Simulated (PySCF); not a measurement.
Gas-phase reaction: 3 SiO + 2 ClO = SiOCl₂ + 2 SiO₂

Energies from PySCF (xtb for GFN2), thermal terms from the rigid-rotor harmonic-oscillator model, ideal gas at 1 bar. † marks an energy on the PBE0/def2-TZVP geometry and frequencies; other levels use their own. 6-31G* has spherical d functions here. Open shells (unrestricted): ClO (multiplicity 2, electronic degeneracy 4); the rest are closed-shell singlets. GFN2 has no spin-polarisation term. Spin-orbit splitting is ignored; it lowers the true energy and changes the entropy of ClO. B3LYP is the form with VWN-RPA correlation. SiOCl₂: computed as isolated molecules; such fragments, hydroxides, amides, oligomers or adducts are transient or little studied in the gas. The harmonic model lacks anharmonicity and excited electronic states, which grow with temperature; levels with a mode under 35 cm⁻¹ are left out.

```tsv
level	ΔE electronic, kJ	ΔH°(298 K), kJ	ΔS°(298 K), J/K	ΔG°(1600 K), kJ
B3LYP/6-31G*	-817	-802	-321	-304
BLYP/def2-TZVP†	-853	-837	-324	-336
GFN2-xTB	-1510	-1491	-323	-988
M06-2X/def2-TZVP†	-937	-922	-324	-420
PBE0/def2-TZVP	-923	-908	-324	-406
r2SCAN/def2-TZVP†	-975	-959	-324	-458
LDA/def2-TZVP†	-1003	-987	-324	-486
```
ΔH° is lowest at GFN2-xTB and highest at B3LYP/6-31G*. No reference value is set beside these.
